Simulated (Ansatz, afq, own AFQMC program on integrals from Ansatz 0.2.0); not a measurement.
**NH2S, doublet → NH$_{2}$S, quartet**

```tsv
atom	x (Å)	y (Å)	z (Å)
N	0.0000	-0.1878	1.0997
S	0.0000	0.0962	-0.5000
H	0.0000	0.7404	1.5312
H	0.0000	-1.1895	-0.9067
```

Connectivity, by distances: NH–SH.

E(quartet, charge +0) − E(doublet, charge +0) at this geometry, on UHF and UHF determinants.

Basis cc-pVDZ. Only valence electrons are correlated. AFQMC by an in-house program on the Cholesky factors that Ansatz 0.2.0 writes for its CCSD(T) run. The CISD trial takes its coefficients from CCSD amplitudes. Released means that phaseless walkers are propagated on without the constraint, phases kept. ± is one standard error of the sampling. The errors of all members are added in quadrature.

No full CI on the walks' own integrals is used here; CCSDT(Q) serves as the reference and is uncertain by about the last step of the cluster series. Each member takes its own surest rung, up to full CI.

Errors are counted within cc-pVDZ, not against nature.

Cautions: NH₂S (doublet): its ph-AFQMC/CISD value lies 44 ± 11 meV above CCSDT(Q); NH₂S (quartet): another spin lies lower, raised T1 diagnostic (T1 0.045, weight of the determinant 0.83, largest double 0.08); the upper state may be diffuse, so the gap hangs on the basis; core correlation is missing, and it shifts such a gap most where an s electron is promoted.

Reference (CCSDT(Q)): 5.937 eV.

```csv
level,vertical spin gap (eV),error against CCSDT(Q) (eV)
HF,5.889,-0.048
MP2,6.071,0.133
CCSD,6.026,0.089
CCSD(T),5.967,0.030
CCSDT,5.948,0.011
ph-AFQMC/CISD,5.941 ± 0.026,0.004 ± 0.026
released AFQMC,5.917 ± 0.038,-0.020 ± 0.038
```

Correlation beyond CCSD(T) takes off 0.030 eV. The perturbative (T) step is worth −0.059 eV.

A walk keeps the symmetry of its determinant, which the program's search chose and which needn't be the lowest solution, so a lower state of the same spin and another symmetry isn't excluded. Released energies are given only where the last usable release times agree within the noise; a slower fall can still hide under it.
